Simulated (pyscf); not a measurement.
Thermochemistry of product channels of H₂C=C(F)–F + difluorocarbene (F–C:–F) [singlet] on the singlet surface, in kJ/mol, from ωB97M-D3(BJ)/def2-TZVP energies (ideal gas, 1 atm, RRHO with modes under 100 cm⁻¹ raised to 100, one conformer, R ln 2 for rigid chiral ones). Structures and frequencies: ωB97X-D3(BJ)/def2-SVP in PySCF.

```tsv
products	ΔE	ΔH(298 K)	ΔG(298 K)	ΔG(600 K)
cyclic C₃H₂F₄ (SMILES FC1(F)CC1(F)F)	-159.2	-147.2	-91.7	-36.0
H₂C=C=C(F)–F + fluorine (F–F)	+390.8	+391.7	+395.3	+398.3
```

The channel to cyclic C₃H₂F₄ (SMILES FC1(F)CC1(F)F) turns unfavourable between 298 and 1200 K (ΔG from -91.7 kJ/mol to +70.7 kJ/mol).

These are energies of the channels, which say nothing of barriers. cyclic C₃H₂F₄ (SMILES FC1(F)CC1(F)F) lies 32.4 kJ/mol over its isomer F–CH=C(F)–CH(F)–F, and others may lie lower still (electronic energy, ωB97M-D3(BJ)).
